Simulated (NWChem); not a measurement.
## Total energies of chloroform (CHCl₃)

```xyz
5

Cl     0.8517    -0.0663     1.4726
C     -0.0092     0.4528     0.0000
Cl     0.8517    -0.0663    -1.4726
Cl    -1.6984    -0.1182     0.0000
H     -0.0315     1.5461     0.0000
```
Charge 0, spin multiplicity 1.

Everything below was run with NWChem. All single points use one geometry, from B3LYP/def2-SVP, a minimum by its harmonic frequencies.

Basis set: def2-TZVP (148 functions).

| method | total energy (Ha) | relative cost |
|---|---|---|
| RHF | -1416.97713 | 1 |
| MP2 | -1417.70344 | under 3 |
| B2PLYP | -1418.92224 | 3 |
| PBE | -1418.74346 | under 3 |
| B3LYP | -1419.39231 | under 3 |
| LDA (SVWN5) | -1414.56234 | under 3 |

Total energies of different functionals aren't comparable as a measure of quality: only differences taken within one method are. The cost column gives rough processor time relative to RHF; each entry includes its own SCF.

The correlated methods keep 16 core orbitals frozen. B3LYP has NWChem's definition, with VWN1-RPA local correlation.
